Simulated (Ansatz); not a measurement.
A made-up structure of BSiH2O, doublet:

```xyz
5
angstrom
O -1.4687 0.7171 0.2606
B -0.4026 -0.3017 1.0756
Si -0.0601 0.3501 -0.7465
H 0.1287 -0.7493 -1.7207
H 1.0088 1.3740 -0.7958
```

It is relaxed with PBE-D4/def2-SVP and then PBE0-D4/def2-TZVP (Ansatz 0.2.0). Atoms count as bonded within 1.22 times the sum of their covalent radii (H–H: 0.88 Å). The end point is not checked to be a true minimum.

(1) Does its bonding change? (A judgement: the text doesn't fix the answer.)

Answers

(1) Computed: No: no bond forms or breaks.

Where it ends: The first stage lowers the energy by 1.65 eV in 9 steps. It ends as BSiH₂O ([B]1[O][SiH2]1):
O1  (-1.287, 0.533, 0.234)
B2  (-0.659, -0.157, 1.135)
Si3  (0.260, 0.172, -0.588)
H4  (-0.037, -0.612, -1.808)
H5  (0.928, 1.455, -0.899)
(Å)

Labels in which every atom is bracketed show which atoms are joined, not bond orders.

For scale, one of the runs: PBE0-D4/def2-TZVP relaxation, 111 basis functions, launched by `ansatz run in.yaml --threads 2 --pin off --events-out ev --progress --plain --max-ram 4352MiB`. Hardware: 2 CPU threads of an Arm Neoverse V1, shared host. Wall time about 18 s.
